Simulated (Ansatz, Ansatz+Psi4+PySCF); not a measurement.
```xyz
5

C     0.0000    0.0000   -1.1214
Cl    0.0000    0.0000    0.6560
H     0.0000    1.0293   -1.4743
H     0.8914   -0.5147   -1.4743
H    -0.8914   -0.5147   -1.4743
```

Basis set: cc-pVTZ on H, C; cc-pV(T+d)Z on Cl (spherical functions). Correlated methods keep 6 orbitals frozen. Charge 0, multiplicity 1.

Computed with Ansatz (development build ahead of 0.2.0); each method stands on the lowest determinant of its kind that the runs found. Restricted open shells among the atoms or ions are ROHF, correlated in semicanonical orbitals with singles.

The atomization energy at this shape (free ground-state atoms in the same class of orbitals less the molecule, no zero-point energy) of singlet CH3Cl:

```json
{"method": "RHF-CCSD(T)", "atomization energy": "16.73 eV"}
```

(1) What does RHF-MP2 give?

Results:

(1) 16.84 eV.
